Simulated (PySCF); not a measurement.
**Static response to an electric field**

Species: C6H10.
Cartesian coordinates in Å at the GFN2-xTB level; atoms count from 1:
```xyz
16
C6H10 angstrom
C      2.861    1.051    0.041
C      2.160    0.088    0.159
C      1.289   -1.064    0.271
C     -0.130   -0.742   -0.211
C     -0.822    0.273    0.695
C     -2.217    0.622    0.191
H      3.484    1.889   -0.054
H      1.260   -1.391    1.315
H      1.709   -1.877   -0.329
H     -0.714   -1.665   -0.237
H     -0.081   -0.346   -1.228
H     -0.895   -0.137    1.706
H     -0.213    1.178    0.746
H     -2.699    1.331    0.861
H     -2.836   -0.270    0.131
H     -2.164    1.069   -0.800
```

Level: wB97X-D/def2-SVPD (PySCF), static field, nuclei fixed, core orbitals frozen in the response. The polarisability tensor in these axes (au):

```
x   81.12  6.92 -0.82
y    6.92 71.44 -0.44
z   -0.82 -0.44 59.01
```

Problem. Diagonalise the tensor; give its mean and Δα, where Δα² is half the sum of the squared differences of the eigenvalues.

Solution. Principal values 58.98, 67.84 and 84.77 au; mean 70.53 au = 10.45 Å³ = 11.63 × 10⁻⁴⁰ C²·m²/J; Δα = 22.70 au (32 % of the mean).

Problem. What is the dipole moment, and where does it point?

Solution. (-0.58, -0.47, 0.05) D, 0.75 D in size, pointing from the negative to the positive side. Measured along this direction, the outermost atoms are H7 at the negative end and H15 at the positive end.

Problem. Estimate the molar refractivity from the static electronic polarisability.

Solution. Lorentz–Lorenz: R = (4π/3)N_A α = 2.5225 cm³/(mol·Å³) × 10.45 Å³ = 26.4 cm³/mol, in the limit of long wavelengths.

Problem. How large is μ²/3kT at 250 K beside α?

Solution. In Gaussian units μ²/3kT = 5.42 Å³ against 10.45 Å³, a ratio of 0.52; the Debye molar polarisation (4π/3)N_A(α + μ²/3kT) is 40.0 cm³/mol, leaving out the vibrational part.

Problem. Refractivity n − 1 of an ideal gas of it at 500 K and 1 atm, from the electronic α?

Solution. N = p/kT = 1.4678 × 10¹⁹ cm⁻³, so n − 1 = 2π × N × 10.45 × 10⁻²⁴ cm³ = 964 × 10⁻⁶ at long wavelengths, for an ideal gas.

Problem. In TDDFT the mean static polarisability is Σ f/ω² over all singlet excitations (ω in hartree). How much of it do the 8 lowest give? Their energies (eV) and oscillator strengths: 6.76, 0.0001; 7.01, 0.0023; 7.02, 0.0010; 7.75, 0.0392; 7.80, 0.0624; 8.70, 0.0602; 8.76, 0.0405; 9.04, 0.0216.

Solution. They add up to 2.47 au, 3.5 % of the 70.53 au; the largest single term is 0.76 au, from the state at 7.80 eV. Terms in order: 0.00, 0.03, 0.01, 0.48, 0.76, 0.59, 0.39, 0.20 au. Higher excitations give the rest. The strengths listed sum to 0.227.

Geometry: GFN2-xTB, one conformer, isolated molecule.
